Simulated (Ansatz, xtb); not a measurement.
## CH6AlSi+: which of two structures lies lower

Structure I: a singlet given by its coordinates. Structure II: a singlet given by its coordinates. Both are isolated ions in the gas phase, relaxed with PBE-D3(BJ)/def2-SVP.

I (Å):

```tsv
atom	x (Å)	y (Å)	z (Å)
C	-1.7441	1.1926	-2.1311
Al	-2.0545	-0.0198	-3.5998
Si	-1.1362	-0.3256	-1.1672
H	-0.9732	1.9729	-2.3046
H	-2.6476	1.6810	-1.7088
H	-2.0445	-0.8693	-0.1155
H	0.3359	-0.4529	-0.9594
H	-2.4046	-0.7530	-4.9444
H	-1.3904	-1.3618	-2.3945
```

Close contacts (Å): C1–Al2 1.93, C1–Si3 1.90, Al2–Si3 2.62, C1–H4 1.11, C1–H5 1.11, Al2–H8 1.57, Al2–H9 1.92, Si3–H6 1.49, Si3–H7 1.49, Si3–H9 1.63.

II (Å):

```yaml
atoms:
  - { symbol: C, position_ang: [-2.5577, 0.9611, -1.5413] }
  - { symbol: Al, position_ang: [-0.9112, -1.8538, -3.1000] }
  - { symbol: Si, position_ang: [-0.8693, 0.4562, -2.1887] }
  - { symbol: H, position_ang: [-2.8930, 0.3155, -0.7067] }
  - { symbol: H, position_ang: [-3.3242, 0.9681, -2.3401] }
  - { symbol: H, position_ang: [-2.4553, 1.9976, -1.1542] }
  - { symbol: H, position_ang: [0.2116, 0.3227, -1.1541] }
  - { symbol: H, position_ang: [-0.3783, 1.2151, -3.3885] }
  - { symbol: H, position_ang: [-0.9118, -3.3299, -3.6895] }
```

Close contacts (Å): C1–Si3 1.88, Al2–Si3 2.48, C1–H4 1.11, C1–H5 1.11, C1–H6 1.11, Al2–H9 1.59, Si3–H7 1.50, Si3–H8 1.50.

Energies in hartree; the thermal terms are from PBE-D3(BJ)/def2-SVP harmonic frequencies (ideal gas, rigid rotor, one conformer each, 298.15 K, 1 atm) and include the zero-point energy:

```
                               I           II
E, CCSD(T)/def2-TZVP  −572.382464  −572.383406
   zero-point energy     0.055724     0.058225
        H(298 K) − E     0.062270     0.065436
        G(298 K) − E     0.027867     0.029213
```

Work out ΔE, ΔE₀, ΔH and ΔG for I → II in kcal/mol (1 Eh = 627.51 kcal/mol) and the equilibrium ratio [II]/[I].

1. ΔE = −572.383406 − (−572.382464) = −0.000942 Eh = −0.59 kcal/mol.
2. ΔE₀ = ΔE + ΔZPE = −0.000942 + (+0.002501) Eh = +0.98 kcal/mol.
3. ΔH = ΔE + (+0.003166) Eh = +1.40 kcal/mol.
4. ΔG = ΔE + (+0.001346) Eh = +0.25 kcal/mol, so ΔS = (ΔH − ΔG)/T = +16.0 J/(mol K).
5. kT = 0.9442 mEh, so K = [II]/[I] = exp(−ΔG/kT) = exp(−0.43) ≈ 0.65.

The two are too close for this level to say which is favoured. An error of 1 kcal/mol in ΔG would change K by a factor of 5.4. Mirror images and further conformers aren't counted.

Other levels gave ΔE = −2.0 (PBE-D3(BJ)/def2-SVP); −3.7 (HF/def2-TZVP); +1.3 (MP2/def2-TZVP) kcal/mol. The correlated steps freeze 11 core orbitals. Programs: Ansatz 0.2.0.
